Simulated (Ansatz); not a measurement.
System: bcc Ba. Method: RPBE (Ansatz, a program for electronic structure, PAW).

Settings: plane-wave cutoff 520 eV, 16×16×16 k mesh, Fermi–Dirac smearing 0.05 eV, scalar-relativistic PAW data made under PBE.

Cell (relaxed at this level):

```
Ba
1.0
   -2.57705     2.57705     2.57705
    2.57705    -2.57705     2.57705
    2.57705     2.57705    -2.57705
Ba
1
Direct
  0.00000   0.00000   0.00000
```

Give the computed bulk modulus B0 and pressure derivative B′ of the bulk modulus.


- bulk modulus B0: 7.88 GPa
- pressure derivative B′ of the bulk modulus: 2.9

The run finds no gap.

Measured, for comparison: bulk modulus 9.34 GPa (corrected for temperature and zero-point phonon effects, our sources range from 9.34 to 10.6; as tabulated in Levämäki et al. (2014), arXiv:1402.3671). Computed (rounded) less measured: bulk modulus -16 % (-16 % to -26 % over the range).

Spin–orbit coupling is not included.

The computed numbers hold no vibrational or temperature effects.

Cost on a shared machine: around 80 core-seconds (rough).
